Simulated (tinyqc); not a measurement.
Inside a calculation. Method: CIS and TDHF on RHF in the sto-6g basis, frozen core, for H2F+, spin multiplicity 1. One step of it, computed by the program tinyqc.

Task: CIS singlet states. Diagonalise A (1 hartree = 27.211386 eV); each vector has its largest component positive (the first on a tie). The transition dipole is mu = sqrt2 sum c_ia <i|r|a>.

CIS matrix A, singlet (hartree):
```
           2>6        2>7        3>6        3>7        4>6        4>7       5>6       5>7
2>6   1.629784   0.006318  -0.000063  -0.049845   0.051097   0.007183  0.000000  0.000000
2>7   0.006318   1.735276   0.045687  -0.002697   0.011162  -0.027920  0.000000  0.000000
3>6  -0.000063   0.045687   0.784725  -0.011875   0.016340  -0.033810  0.000000  0.000000
3>7  -0.049845  -0.002697  -0.011875   1.089001  -0.102967  -0.007277  0.000000  0.000000
4>6   0.051097   0.011162   0.016340  -0.102967   0.637128   0.002089  0.000000  0.000000
4>7   0.007183  -0.027920  -0.033810  -0.007277   0.002089   0.734754  0.000000  0.000000
5>6   0.000000   0.000000   0.000000   0.000000   0.000000   0.000000  0.532049  0.004133
5>7   0.000000   0.000000   0.000000   0.000000   0.000000   0.000000  0.004133  0.652410
```

dipole integrals <i|r|a> (bohr):
```
             x          y          z
2>6   0.000000   0.001855   0.047506
2>7   0.000000  -0.117241   0.011281
3>6   0.000000   0.851994   0.046305
3>7   0.000000   0.093095  -0.461225
4>6   0.000000   0.085521   0.290786
4>7   0.000000  -0.514779   0.014036
5>6  -0.023538   0.000000   0.000000
5>7  -0.001460   0.000000   0.000000
```

Give: singlet excitation energies; lowest vectors; oscillator strengths 2/3 w |mu|^2.

Result:

singlet excitation energies (eV): 14.474  16.655  17.757  19.526  21.745  30.078  44.562  47.320

lowest vectors:
```
     state 1  state 2  state 3  state 4  state 5  state 6
2>6    0.000   -0.039    0.000   -0.007    0.004    0.112
2>7    0.000   -0.006    0.000    0.004   -0.057    0.009
3>6    0.000   -0.082    0.000    0.443    0.891   -0.043
3>7    0.000    0.204    0.000    0.045    0.044    0.972
4>6    0.000    0.974    0.000    0.051    0.053   -0.203
4>7    0.000   -0.026    0.000    0.894   -0.446   -0.015
5>6    0.999    0.000    0.034    0.000    0.000    0.000
5>7   -0.034    0.000    0.999    0.000    0.000    0.000
```

oscillator strengths 2/3 w |mu|^2: 0.000  0.029  0.000  0.006  1.074  0.377
